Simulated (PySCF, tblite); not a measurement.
# C3H5NO2: dynamics, then NMR shifts and electronic excitations on frames, part 2 of 2

tblite 0.8.0 and PySCF 2.14.0. Atoms count from 0. The steps go on from the part before.

## (9) NMR shieldings: 800 fs, PBE0/pcSseg-1

Job settings and geometry (Å):

```
{"job": {"kind": "nmr", "xc": "PBE0", "basis": "pcSseg-1", "pop": false}, "charge": 0, "multiplicity": 1}
N      1.231100    -2.282400    -0.029700
C      0.357500    -1.649000    -0.799800
O     -0.267400    -2.254900    -1.589800
C      0.161300    -0.155500    -0.570300
C     -0.616000    -0.007000     0.763500
O     -0.352800     0.764800     1.614000
H      1.954200    -1.734700     0.451300
H      1.475000    -3.255300    -0.295500
H      1.007100     0.464800    -0.700700
H     -0.511000     0.182000    -1.447500
H     -1.354500    -0.761000     0.993200
```

Level: GIAO PBE0/pcSseg-1 NMR shielding, non-relativistic, gas phase.

What it wrote:

```text
coarse grid: 9592 points
cycle   1  E = -321.8416721375  dE =  1.176e+00  |g| = 1.086e+00  |ddm| = 2.922e+00
cycle   2  E = -321.0911487563  dE =  7.505e-01  |g| = 2.256e+00  |ddm| = 2.911e+00
cycle   3  E = -322.0632302908  dE = -9.721e-01  |g| = 1.822e-01  |ddm| = 2.206e+00
cycle   4  E = -322.0691728836  dE = -5.943e-03  |g| = 8.829e-02  |ddm| = 1.779e-01
cycle   5  E = -322.0706125904  dE = -1.440e-03  |g| = 2.873e-02  |ddm| = 6.185e-02
cycle   6  E = -322.0707693893  dE = -1.568e-04  |g| = 8.178e-03  |ddm| = 2.532e-02
cycle   7  E = -322.0707802043  dE = -1.082e-05  |g| = 2.728e-03  |ddm| = 6.463e-03
cycle   8  E = -322.0707815856  dE = -1.381e-06  |g| = 6.122e-04  |ddm| = 2.339e-03
final grid: 93896 points
cycle   9  E = -322.1247376395  dE =  1.254e-06  |g| = 1.482e-02  |ddm| = 1.904e-02
cycle  10  E = -322.1246151792  dE =  1.225e-04  |g| = 2.973e-02  |ddm| = 2.867e-02
cycle  11  E = -322.1247779710  dE = -1.628e-04  |g| = 9.684e-04  |ddm| = 2.015e-02
cycle  12  E = -322.1247781517  dE = -1.807e-07  |g| = 1.910e-04  |ddm| = 7.829e-04
cycle  13  E = -322.1247781580  dE = -6.324e-09  |g| = 1.026e-04  |ddm| = 2.036e-04
cycle  14  E = -322.1247781599  dE = -1.903e-09  |g| = 3.808e-05  |ddm| = 9.299e-05
cycle  15  E = -322.1247781602  dE = -2.469e-10  |g| = 1.235e-05  |ddm| = 3.362e-05
converged SCF energy = -322.1247781602

GIAO shielding tensors (ppm)
atom      isotropic    diamagn.    paramagn.     s11        s22        s33       span
  0 N      149.174     322.652    -173.478     63.762    147.128    236.632    172.870
  1 C       26.251     245.131    -218.880    -67.562     45.939    100.376    167.938
  2 O     -107.294     398.011    -505.305   -394.198   -202.672    274.989    669.187
  3 C      128.669     252.358    -123.689    108.109    128.983    148.915     40.807
  4 C       -9.035     246.533    -255.568   -102.161    -14.413     89.470    191.631
  5 O     -373.580     399.590    -773.170  -1020.955   -451.417    351.633   1372.588
  6 H       26.906      31.382      -4.476     21.931     25.923     32.862     10.931
  7 H       26.243      27.912      -1.670     21.974     23.226     33.528     11.554
  8 H       29.038      32.305      -3.267     27.459     28.611     31.045      3.586
  9 H       27.166      29.194      -2.029     24.324     26.938     30.234      5.910
 10 H       22.101      29.072      -6.972     20.113     22.125     24.064      3.952
```

Run time: 13 s. Hardware: 1 thread of Arm Neoverse N1, shared host; peak memory 0.6 GiB.

Key values: δ C4 196.0, C1 160.7, C3 58.3, N0 118.6, H10 9.62, H7 5.47 ppm.

## (10) TDDFT and polarisability: 800 fs, PBE0/def2-SVPD

The job, as its differences from that of step 9:

```diff
@@ -1,2 +1,2 @@
-{"job": {"kind": "nmr", "xc": "PBE0", "basis": "pcSseg-1", "pop": false}, "charge": 0, "multiplicity": 1}
+{"job": {"kind": "uv", "xc": "PBE0", "basis": "def2-SVPD", "nstates": 5, "ntriplets": 0}, "charge": 0, "multiplicity": 1}
 N      1.231100    -2.282400    -0.029700
```

With the program's defaults for keys left out, this is: TDDFT PBE0/def2-SVPD, vertical, gas phase, core orbitals frozen in the response.

What it wrote:

```text
coarse grid: 9592 points
cycle   1  E = -321.6693945169  dE =  1.123e+00  |g| = 1.039e+00  |ddm| = 4.503e+00
cycle   2  E = -320.9027661283  dE =  7.666e-01  |g| = 2.231e+00  |ddm| = 4.084e+00
cycle   3  E = -321.8845303654  dE = -9.818e-01  |g| = 1.615e-01  |ddm| = 3.040e+00
cycle   4  E = -321.8890071797  dE = -4.477e-03  |g| = 8.714e-02  |ddm| = 4.089e-01
cycle   5  E = -321.8905062196  dE = -1.499e-03  |g| = 2.653e-02  |ddm| = 1.640e-01
cycle   6  E = -321.8906466207  dE = -1.404e-04  |g| = 7.095e-03  |ddm| = 3.649e-02
cycle   7  E = -321.8906550893  dE = -8.469e-06  |g| = 2.531e-03  |ddm| = 8.418e-03
final grid: 93896 points
cycle   8  E = -321.9435051397  dE =  8.624e-06  |g| = 1.632e-02  |ddm| = 8.191e-02
cycle   9  E = -321.9433498089  dE =  1.553e-04  |g| = 3.278e-02  |ddm| = 5.239e-02
cycle  10  E = -321.9435560844  dE = -2.063e-04  |g| = 1.405e-03  |ddm| = 3.508e-02
cycle  11  E = -321.9435564680  dE = -3.835e-07  |g| = 1.846e-04  |ddm| = 2.557e-03
cycle  12  E = -321.9435564752  dE = -7.249e-09  |g| = 7.630e-05  |ddm| = 6.413e-04
cycle  13  E = -321.9435564763  dE = -1.095e-09  |g| = 3.848e-05  |ddm| = 1.633e-04
cycle  14  E = -321.9435564766  dE = -2.660e-10  |g| = 1.379e-05  |ddm| = 5.106e-05
converged SCF energy = -321.9435564766

Static polarisability (au): isotropic 51.198, principal 42.517 50.073 61.003

Singlet excitations
state   eV       nm        f      main configurations
  1   4.3060    287.9   0.00178   H->L 0.72, H-1->L 0.24
  2   5.4529    227.4   0.00988   H-1->L 0.55, H->L 0.20
  3   6.1583    201.3   0.00651   H->L+2 0.34, H->L+1 0.26, H-1->L 0.19
  4   6.3624    194.9   0.01268   H-2->L 0.92
  5   6.8383    181.3   0.01714   H->L+1 0.58, H->L+2 0.33
```

Run time: 21 s. Hardware: 1 thread of Arm Neoverse N1, shared host; peak memory 0.72 GiB.

This run: HOMO -7.55 eV, LUMO -1.11 eV; lowest singlet 4.31 eV.

## (11) NMR shieldings: 1000 fs, PBE0/pcSseg-1

Job settings and geometry (Å):

```
{"job": {"kind": "nmr", "xc": "PBE0", "basis": "pcSseg-1", "pop": false}, "charge": 0, "multiplicity": 1}
N      0.757500    -2.208800    -0.045700
C     -0.340100    -1.798100    -0.765000
O     -1.090500    -2.532700    -1.385400
C     -0.389400    -0.308100    -1.005000
C     -0.206800     0.577600     0.211600
O      0.888100     0.951800     0.562900
H      1.396000    -1.512500     0.254800
H      1.042300    -3.152900     0.166000
H      0.449000     0.029600    -1.765100
H     -1.390700    -0.034400    -1.436200
H     -1.050300     0.785000     0.748100
```

Method: GIAO PBE0/pcSseg-1 NMR shielding, non-relativistic, gas phase.

What it wrote:

```text
coarse grid: 9592 points
cycle   1  E = -321.8382709076  dE =  1.029e+00  |g| = 1.086e+00  |ddm| = 2.917e+00
cycle   2  E = -320.9461587273  dE =  8.921e-01  |g| = 2.389e+00  |ddm| = 2.911e+00
cycle   3  E = -322.0628533775  dE = -1.117e+00  |g| = 1.997e-01  |ddm| = 2.239e+00
cycle   4  E = -322.0689888050  dE = -6.135e-03  |g| = 1.166e-01  |ddm| = 2.037e-01
cycle   5  E = -322.0712620944  dE = -2.273e-03  |g| = 4.641e-02  |ddm| = 9.492e-02
cycle   6  E = -322.0716806723  dE = -4.186e-04  |g| = 9.145e-03  |ddm| = 3.590e-02
cycle   7  E = -322.0716942928  dE = -1.362e-05  |g| = 3.383e-03  |ddm| = 7.206e-03
cycle   8  E = -322.0716964928  dE = -2.200e-06  |g| = 8.403e-04  |ddm| = 2.781e-03
final grid: 93896 points
cycle   9  E = -322.1258243268  dE =  2.326e-06  |g| = 1.491e-02  |ddm| = 2.027e-02
cycle  10  E = -322.1256830771  dE =  1.412e-04  |g| = 3.126e-02  |ddm| = 2.896e-02
cycle  11  E = -322.1258652002  dE = -1.821e-04  |g| = 1.053e-03  |ddm| = 2.066e-02
cycle  12  E = -322.1258654171  dE = -2.169e-07  |g| = 2.421e-04  |ddm| = 9.720e-04
cycle  13  E = -322.1258654253  dE = -8.163e-09  |g| = 1.544e-04  |ddm| = 2.502e-04
cycle  14  E = -322.1258654294  dE = -4.084e-09  |g| = 3.720e-05  |ddm| = 1.213e-04
cycle  15  E = -322.1258654296  dE = -2.609e-10  |g| = 1.032e-05  |ddm| = 3.001e-05
converged SCF energy = -322.1258654296

GIAO shielding tensors (ppm)
atom      isotropic    diamagn.    paramagn.     s11        s22        s33       span
  0 N      153.494     324.217    -170.723     50.876    178.706    230.900    180.024
  1 C       20.502     242.308    -221.806    -84.297     52.896     92.906    177.202
  2 O     -142.142     394.941    -537.083   -474.696   -243.507    291.776    766.473
  3 C      123.925     254.370    -130.444     97.935    127.725    146.117     48.182
  4 C      -25.333     250.098    -275.432   -118.820    -63.747    106.567    225.386
  5 O     -419.481     400.767    -820.249  -1120.720   -493.762    356.038   1476.759
  6 H       27.243      34.621      -7.378     21.558     27.918     32.253     10.696
  7 H       27.087      28.791      -1.703     22.129     23.313     35.820     13.692
  8 H       26.404      27.921      -1.518     24.402     25.452     29.357      4.955
  9 H       27.335      30.068      -2.734     25.651     26.662     29.691      4.040
 10 H       22.224      32.548     -10.324     19.127     22.444     25.101      5.974
```

Wall time 13 s (1 thread of Arm Neoverse N1, shared host); peak memory 0.6 GiB.

Key values: δ C4 212.3, C1 166.4, C3 63.0, N0 114.2, H10 9.49, H8 5.31 ppm.

## (12) Ultraviolet spectrum: 1000 fs, PBE0/def2-SVPD

The job, as its differences from that of step 11:

```diff
@@ -1,2 +1,2 @@
-{"job": {"kind": "nmr", "xc": "PBE0", "basis": "pcSseg-1", "pop": false}, "charge": 0, "multiplicity": 1}
+{"job": {"kind": "uv", "xc": "PBE0", "basis": "def2-SVPD", "nstates": 5, "ntriplets": 0}, "charge": 0, "multiplicity": 1}
 N      0.757500    -2.208800    -0.045700
```

Method: TDDFT PBE0/def2-SVPD, vertical, gas phase, core orbitals frozen in the response.

What it wrote:

```text
coarse grid: 9592 points
cycle   1  E = -321.6665263801  dE =  9.742e-01  |g| = 1.041e+00  |ddm| = 4.315e+00
cycle   2  E = -320.7618909770  dE =  9.046e-01  |g| = 2.360e+00  |ddm| = 3.925e+00
cycle   3  E = -321.8846563734  dE = -1.123e+00  |g| = 1.805e-01  |ddm| = 3.019e+00
cycle   4  E = -321.8893764469  dE = -4.720e-03  |g| = 1.139e-01  |ddm| = 2.959e-01
cycle   5  E = -321.8917010941  dE = -2.325e-03  |g| = 4.334e-02  |ddm| = 1.286e-01
cycle   6  E = -321.8920830481  dE = -3.820e-04  |g| = 7.918e-03  |ddm| = 4.544e-02
cycle   7  E = -321.8920936284  dE = -1.058e-05  |g| = 3.131e-03  |ddm| = 1.158e-02
cycle   8  E = -321.8920956392  dE = -2.011e-06  |g| = 7.603e-04  |ddm| = 3.504e-03
final grid: 93896 points
cycle   9  E = -321.9450873448  dE = -5.006e-07  |g| = 1.390e-02  |ddm| = 7.372e-02
cycle  10  E = -321.9449568615  dE =  1.305e-04  |g| = 2.935e-02  |ddm| = 3.959e-02
cycle  11  E = -321.9451247540  dE = -1.679e-04  |g| = 1.021e-03  |ddm| = 2.771e-02
cycle  12  E = -321.9451249782  dE = -2.242e-07  |g| = 2.069e-04  |ddm| = 1.437e-03
cycle  13  E = -321.9451249846  dE = -6.365e-09  |g| = 1.328e-04  |ddm| = 3.636e-04
cycle  14  E = -321.9451249877  dE = -3.111e-09  |g| = 3.857e-05  |ddm| = 1.519e-04
cycle  15  E = -321.9451249880  dE = -2.912e-10  |g| = 1.045e-05  |ddm| = 5.035e-05
converged SCF energy = -321.9451249880

Static polarisability (au): isotropic 51.871, principal 40.409 52.205 62.997

Singlet excitations
state   eV       nm        f      main configurations
  1   4.0281    307.8   0.00213   H->L 0.61, H-1->L 0.19, H-2->L 0.18
  2   5.0911    243.5   0.01251   H->L+1 0.32, H-1->L 0.23, H->L 0.23
  3   5.6211    220.6   0.01403   H-1->L 0.52, H->L+1 0.29
  4   5.6988    217.6   0.01738   H-2->L 0.58, H->L+1 0.24
  5   6.7046    184.9   0.01487   H-2->L+1 0.45, H-1->L+1 0.38, H->L+1 0.12
```

Run time: 21 s. Hardware: 1 thread of Arm Neoverse N1, shared host; peak memory 0.72 GiB.

In short: HOMO -7.66 eV, LUMO -1.61 eV; lowest singlet 4.03 eV.

## (13) Side by side: NMR shifts

Shifts (ppm) of some atoms, chosen among heavy atoms and hydrogens apart, with basis size and wall time:

```tsv
frame	C4	C3	H6	H8	N0	O5	O2	functions	time
250 fs	210.6	69.9	5.06	4.06	110.9	755.9	454.4	127	14 s
425 fs	207.4	60.2	4.67	4.10	120.5	707.8	472.1	127	13 s
625 fs	210.8	57.5	9.39	3.51	125.1	678.2	448.4	127	13 s
800 fs	196.0	58.3	4.81	2.68	118.6	709.7	443.4	127	13 s
1000 fs	212.3	63.0	4.47	5.31	114.2	755.6	478.2	127	13 s
```

## (14) Side by side: electronic excitations

Excitations and ground-state properties, with basis size and wall time:

```tsv
frame	lowest singlet (eV)	brightest (eV)	f	gap (eV)	α (Å³)	μ (D)	functions	time
250 fs	4.01	6.97	0.018	6.03	7.68	1.47	166	22 s
425 fs	4.22	7.03	0.049	6.13	7.69	1.93	166	21 s
625 fs	4.25	4.79	0.023	5.86	7.75	2.63	166	22 s
800 fs	4.31	6.84	0.017	6.44	7.59	2.54	166	21 s
1000 fs	4.03	5.70	0.017	6.04	7.69	1.35	166	21 s
```

## (15) Summary of results

The summary covers parts 1 to 2.

```
                                      quantity                              value
                                    thermostat                              300 K
                 mean temperature, second half                              354 K
       mean potential energy above the minimum                            0.41 eV
13C shifts against TMS (PBE0/pcSseg-1, 250 fs)             210.6, 162.1, 69.9 ppm
 1H shifts against TMS (PBE0/pcSseg-1, 250 fs)  10.25, 5.06, 5.06, 4.29, 4.06 ppm
15N shifts against NH3 (PBE0/pcSseg-1, 250 fs)                          110.9 ppm
17O shifts against H2O (PBE0/pcSseg-1, 250 fs)                   755.9, 454.4 ppm
       lowest singlet (PBE0/def2-SVPD, 250 fs)        4.01 eV (309 nm), f = 0.004
      brightest single state of those computed        state 5, 6.97 eV, f = 0.018
                      range of the shift of O5                 678.2 to 755.9 ppm
                   range of the lowest singlet                    4.01 to 4.31 eV
```

**Reading.** In the second half the potential energy averages 0.41 eV above the minimum; equipartition over 27 harmonic modes at 300 K would give 0.35 eV. With 11 atoms the temperature swings widely (136 to 498 K). Shifts at one fixed geometry are not the observed spectrum, which averages over the motion. In the first frame run (250 fs): The widest tensor belongs to O5: span 1435 ppm, with a paramagnetic part of -818 ppm. The lowest singlet, at 4.01 eV, is HOMO→LUMO 0.60, HOMO−1→LUMO 0.36 and is weak; of the 5 states computed, the strongest absorption comes from state 5 at 6.97 eV (the last computed, so partners may be missing). Across the 5 runs the shift of O5 moves most, between 678.2 (625 fs) and 755.9 ppm (250 fs). The lowest singlet runs from 4.01 eV (250 fs) to 4.31 eV (800 fs), while the orbital gap spans 5.86 to 6.44 eV. The lowest state need not be the same one in every run. The runs solved for a few states only, so the brightest column depends on that window.
